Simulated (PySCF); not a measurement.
Gas-phase reaction: 2 AlCl2NH2 + Cl2 = 2 AlCl3 + NH3 + NH

Method: PySCF energies (xtb for GFN2) plus ideal-gas RRHO corrections (1 bar). † marks an energy on the PBE0/def2-TZVP geometry and frequencies; other levels use their own. 6-31G* has spherical d functions here. Open shells (unrestricted): NH (multiplicity 3); the rest are closed-shell singlets. GFN2 has no spin-polarisation term. B3LYP is the form with VWN-RPA correlation. AlCl2NH2: computed as isolated molecules; such fragments, hydroxides, amides, oligomers or adducts are transient or little studied in the gas. The harmonic model lacks anharmonicity and excited electronic states, which grow with temperature; levels with a mode under 35 cm⁻¹ are left out.

| level | ΔE electronic, kJ | ΔH°(298 K), kJ | ΔS°(298 K), J/K | ΔG°(1400 K), kJ |
|---|---|---|---|---|
| B3LYP/6-31G* | 102 | 88 | 131 | -85 |
| B3LYP/def2-TZVP† | 126 | 112 | 132 | -64 |
| BLYP/def2-TZVP† | 140 | 126 | 132 | -51 |
| GFN2-xTB | 369 | 360 | 127 | 195 |
| HF/6-31G* | -101 | -116 | 135 | -297 |
| M06-2X/def2-TZVP† | 143 | 129 | 132 | -47 |
| PBE0/def2-TZVP | 124 | 110 | 132 | -66 |
| ωB97M-V/def2-TZVP† | 133 | 119 | 132 | -58 |
| ωB97X-V/def2-TZVP† | 131 | 117 | 132 | -59 |
ΔH° is lowest at HF/6-31G* and highest at GFN2-xTB. No reference value is set beside these.
